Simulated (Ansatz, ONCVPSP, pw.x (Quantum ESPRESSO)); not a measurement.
# boron (B): does the ONCV potential hold in the solid?

ONCVPSP 4.0.1 input, shortened (lines: element, Z, core and valence counts, functional; n l f; lmax; l rc ep ncon nbas qcut; lloc lpopt rc5 dvloc0; l nproj debl; icmod fcfact rcfact), PBEsol, scalar-relativistic:

```
  B 5.00    1    2  -116133      upf
    1    0    2.00
    2    0    2.00
    2    1    1.00
    2
    0    1.50    0.00    5    8    3.70
    1    2.70    0.00    4    8    5.80
    2    2.65    0.36    4    8    3.20
    4    5    1.05    6.00
    0    2    1.00
    1    2    0.80
    2    2    3.00
    3    5.25    1.40
```

Crystal test: bcc B in pw.x 7.5, no spin, 18³ k-points, Fermi–Dirac smearing 0.01 Ry, cutoffs 145/580 Ry. The reference is all-electron LAPW (Ansatz 0.2.0) with the same functional, mesh and smearing; V0 and B0 come from Birch–Murnaghan fits to the pressures at five volumes. Errors are pseudo minus all-electron; Δ is the rms difference of the E(V) curves that follow from these fits, minima aligned, over ±6 % about the mean V0. Mesh and smearing are coarse, so the numbers serve the comparison and aren't converged zero-temperature values; the lattice is a test structure that the element need not adopt.

All-electron: a0 = 2.298 Å (V0 = 6.07 Å³/atom), B0 = 237.8 GPa.

Problem. How far does the potential miss the all-electron equation of state?

Solution. mean pressure error (GPa): -15.89. The pressure does not cross zero within the volumes sampled, so no fit is given. The largest radius (2.70 bohr) exceeds half the bond length (1.88 bohr), so the spheres overlap, which is one possible source of error among others. This is a poor potential for the solid.

```json
{"V (Å³/atom)": "5.793", "P all-electron (GPa)": "12.35", "P pseudo (GPa)": "-6.90"}
{"V (Å³/atom)": "5.946", "P all-electron (GPa)": "5.20", "P pseudo (GPa)": "-12.13"}
{"V (Å³/atom)": "6.098", "P all-electron (GPa)": "-1.07", "P pseudo (GPa)": "-16.74"}
{"V (Å³/atom)": "6.250", "P all-electron (GPa)": "-6.52", "P pseudo (GPa)": "-20.75"}
{"V (Å³/atom)": "6.403", "P all-electron (GPa)": "-11.24", "P pseudo (GPa)": "-24.20"}
```

Problem. At the middle volume, how do free energy and pressure move when the wave cutoff is lowered (ecutrho kept at four times it)?

Solution.

| cutoff (Ry) | shift of F (meV/atom) | shift of P (GPa) |
| --- | --- | --- |
| 65 | +38.5 | +0.56 |
| 87 | +32.2 | -0.52 |
| 116 | +9.7 | -0.85 |

The 8 pw.x runs together took about 57 s on one core of a shared server CPU.
